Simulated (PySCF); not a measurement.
Si2C, optimised at B3LYP/6-31G*:

```xyz
3

Si     1.0232     0.9943    -0.9209
C      0.0000     0.0000     0.0000
Si    -1.0232    -0.9943     0.9209
```

Energies from PySCF (xtb for GFN2), thermal terms from the rigid-rotor harmonic-oscillator model, ideal gas at 1 bar. 6-31G* has spherical d functions here. All species are closed-shell singlets. B3LYP is the form with VWN-RPA correlation. Warning, point group unlike the PBE0 one: Si2C (B3LYP/6-31G*, GFN2-xTB, HF/6-31G*).

**Question.** List the harmonic frequencies (cm⁻¹, unscaled) at this level and at the other levels, each on its own geometry.

**Answer.** 
- B3LYP/6-31G*: 109, 109, 581, 1395
- GFN2-xTB: 78, 78, 663, 1490
- HF/6-31G*: 118, 118, 645, 1524
- PBE/def2-SVP: 64, 730, 1263
- PBE0/def2-TZVP: 136, 845, 1268
